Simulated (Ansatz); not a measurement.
A calculation with Ansatz (development build ahead of 0.2.0).

```yaml
crystal:
  periodic: [false, false, false]
  atoms:
    - { symbol: C, position_ang: [0.01927, -0.67473, -0.69746] }
    - { symbol: C, position_ang: [0.0084, -0.57481, 0.69762] }
    - { symbol: C, position_ang: [-0.06022, 0.55963, -1.60676] }
    - { symbol: C, position_ang: [-0.07058, 0.54378, 1.59158] }
    - { symbol: H, position_ang: [-0.03354, -1.67672, -1.19904] }
    - { symbol: H, position_ang: [-0.01424, -1.72016, 1.13581] }
    - { symbol: H, position_ang: [-0.00551, 1.42685, -1.0915] }
    - { symbol: H, position_ang: [0.88865, 0.57367, -2.21273] }
    - { symbol: H, position_ang: [-0.8517, 0.46661, -2.21852] }
    - { symbol: H, position_ang: [-0.06599, 1.45592, 1.12844] }
    - { symbol: H, position_ang: [-0.88469, 0.55147, 2.2768] }
    - { symbol: H, position_ang: [0.8763, 0.46269, 2.24048] }
basis:
  gaussian: { orbitals: "6-31G" }
hamiltonian:
  xc: hf
correlation:
  method: mp2
  frozen_orbitals: { C: 1, H: 0 }
```

The input is written out in the form of the current development build from the run's settings.

Output:

```json
{
 "Converged": "yes",
 "Reference energy": "-156.00274 hartree",
 "Correlation energy": "-0.36594 hartree",
 "Total energy": "-156.36868 hartree",
 "Spin squared of the determinant": "0.000"
}
```

Caution: no unrestricted run beside it, a lower state can exist.
